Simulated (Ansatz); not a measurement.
Cost and result up the ladder for (H3Si)2CH2 (CH8Si2) (11 atoms). Charge 0, multiplicity 1. Geometry: PBE-D4/def2-SVP.

```xyz
11

C     0.2463    0.2833    0.6866
Si   -1.5534   -0.2127    0.3709
Si    1.4019    0.0384   -0.7931
H    -2.3972   -0.0150    1.6022
H    -1.6297   -1.6616   -0.0316
H    -2.1313    0.6199   -0.7425
H     1.4447   -1.4158   -1.1808
H     0.9071    0.8300   -1.9746
H     2.8024    0.4879   -0.4711
H     0.6357   -0.3066    1.5445
H     0.2735    1.3524    0.9895
```

Ansatz on 2 threads of Arm Neoverse N1 on a shared host. Times are rough, and most runs start from the orbitals of an earlier one. ωB97M-V/def2-TZVP serves as the yardstick here, not as an exact answer. Differences are given only for rows in sets of like size (and for xTB, whose basis is part of the method), since another set adds its own error. Binding counts from free atoms at the same level (C triplet, Si triplet, H doublet; other spins of the atoms weren't run), without zero-point energy or a counterpoise term.

Correlated methods freeze 11 core orbitals. Another isomer (singlet) lies 0.07 eV lower at PBE0-D4/def2-TZVP; other spin states weren't run for this one.

Correlated methods converge slowly with the basis.

| level | functions | wall time | binding energy per atom (eV) | difference from ωB97M-V/def2-TZVP (eV) |
| --- | --- | --- | --- | --- |
| HF/STO-3G | 31 | 0.2 s | 3.48 | – |
| HF/def2-TZVP | 153 | 1.7 s | 2.56 | -0.75 |
| PBE0-D4/def2-SVP | 90 | 1.9 s | 3.27 | – |
| PBE-D4/def2-SVP | 90 | 2 s | 3.27 | – |
| MP2/def2-TZVP | 153 | 2.6 s | 3.15 | -0.15 |
| PBE0-D4/def2-TZVP | 153 | 3.9 s | 3.27 | -0.04 |
| PBE-D4/def2-TZVP (with forces) | 153 | 3.9 s | 3.27 | -0.03 |
| CAM-B3LYP-D4/def2-TZVP | 153 | 4 s | 3.31 | 0.01 |
| r2SCAN-D4/def2-TZVP | 153 | 6.5 s | 3.30 | -0.01 |
| ωB97M-V/def2-TZVP | 153 | 15 s | 3.30 | 0.00 |
| CCSD(T)/def2-TZVPP | 227 | 2 min | 3.24 | -0.07 |
